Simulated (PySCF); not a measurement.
**Basis-set dependence of population analyses: carbonyl fluoride**

Compound: carbonyl fluoride, CF2O.
Geometry (PBE0-D3(BJ)/def2-SVP, Å), atoms numbered from 1 in this order:
```xyz
4
CF2O angstrom
O     -0.347    1.057    0.794
C     -0.063    0.028    0.312
F      0.944   -0.731    0.657
F     -0.699   -0.563   -0.665
```

PBE0 throughout (PySCF), one geometry, spherical d and f functions. Geometry: PBE0-D3(BJ)/def2-SVP; no solvent, vibrations or thermal averaging. Atoms taken as equivalent share a column and are averaged.

Mulliken charges (e):

```
      basis  functions      O1      C2   F3/F4
   pcSseg-0         36  -0.399  +0.970  -0.285
    cc-pVDZ         56  -0.184  +0.413  -0.114
aug-cc-pVDZ         92  -0.335  +0.991  -0.328
    cc-pVTZ        120  -0.218  +0.426  -0.104
   IGLO-III        140  -0.382  +0.739  -0.179
   pcSseg-3        288  -0.336  +0.733  -0.199
```

IAO charges (e):

| basis | functions | O1 | C2 | F3/F4 |
| --- | --- | --- | --- | --- |
| pcSseg-0 | 36 | -0.356 | +0.775 | -0.210 |
| cc-pVDZ | 56 | -0.382 | +0.843 | -0.230 |
| aug-cc-pVDZ | 92 | -0.391 | +0.863 | -0.236 |
| cc-pVTZ | 120 | -0.395 | +0.871 | -0.238 |
| IGLO-III | 140 | -0.394 | +0.870 | -0.238 |
| pcSseg-3 | 288 | -0.397 | +0.876 | -0.240 |

**Question.** Which scheme is steadiest as the basis changes?

**Answer.** Largest range over the bases for any column: IAO 0.10 e, Mulliken 0.58 e. IAO charges move least and Mulliken charges most, counted in e.

**Question.** How much do the charges still move between the two largest bases, IGLO-III and pcSseg-3?

**Answer.** At most, over all atoms: Mulliken 0.046 e, IAO 0.007 e.

**Question.** What do the same runs give for the total energy, the frontier levels and the dipole moment?

**Answer.** 
```csv
basis,energy (Eh),HOMO (eV),LUMO (eV),μ (D)
pcSseg-0,-311.9640,-10.57,-0.78,1.08
cc-pVDZ,-312.7293,-9.95,-0.01,1.09
aug-cc-pVDZ,-312.7538,-10.37,-0.52,1.13
cc-pVTZ,-312.8317,-10.25,-0.27,1.15
IGLO-III,-312.8514,-10.37,-0.49,1.14
pcSseg-3,-312.8671,-10.38,-0.47,1.14
```
